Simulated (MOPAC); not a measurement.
MOPAC input (PM6):

```
PM6 FORCE THERMO(298,298) PRECISE LET UHF MS=0.5 GEO-OK AUX(PRECISION=9) THREADS=1
C3H2N

C    -0.10718664 1   -1.83355952 1   -0.02419438 1
C    -0.03414496 1   -0.51559439 1   -0.00664043 1
C     0.04207272 1    0.83469508 1    0.01128734 1
H    -1.05328817 1   -2.36617970 1    0.00601512 1
H     0.77438982 1   -2.46645288 1   -0.06992957 1
N     0.10803477 1    2.00264588 1    0.02679340 1
```

Problem. Which zero-point energy does it print?

Solution. 24.64 kcal/mol, from the harmonic wavenumbers of PM6.
